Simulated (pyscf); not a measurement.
Elementary routes open to `[SH2]` + `[Cl][Ga][Cl]` [doublet] in the gas phase (doublet surface):
A. `[SH][Ga][Cl]` [doublet] + `[ClH]` (H–S, Cl–Ga broken; Ga–S, Cl–H formed)
B. `[SH][Ga]([Cl])[Cl]` + `[H]` [doublet] (H–S broken; Ga–S formed)

Single points on ωB97X-D3(BJ)/def2-SVP structures (PySCF, gas phase).

### Question
Rank the routes by free-energy barrier at 1200 K, lowest first, for ωB97M-D3(BJ)/def2-TZVP energies (ideal gas, 1 atm, RRHO with modes under 100 cm⁻¹ raised to 100, one conformer, R ln 2 for chiral ones without a mode under 150 cm⁻¹).

### Answer
A (48.5 kcal/mol), B (51.1 kcal/mol)

Route A is the fastest of these, ahead of the next by 2.6 kcal/mol. The most stable products are those of A (ΔG = +6.3 kcal/mol), so kinetics and thermodynamics agree. At 298 K A is still the fastest. A: On the reactant side the descent ends in an adduct with a Ga–S contact, 13.1 kcal/mol under the separated species and 18.5 kcal/mol under the saddle at ωB97X-D3(BJ)/def2-TZVP. On the product side the descent ends in a complex, 5.9 kcal/mol under the separated species and 5.9 kcal/mol under the saddle at ωB97X-D3(BJ)/def2-TZVP. B: On the reactant side the descent ends in an adduct with a Ga–S contact, 13.1 kcal/mol under the separated species and 25.4 kcal/mol under the saddle at ωB97X-D3(BJ)/def2-TZVP. Only these routes are compared; each barrier is that of the saddle found, and lower ones may exist. Elements up to Kr have no core potential and no relativistic terms here.
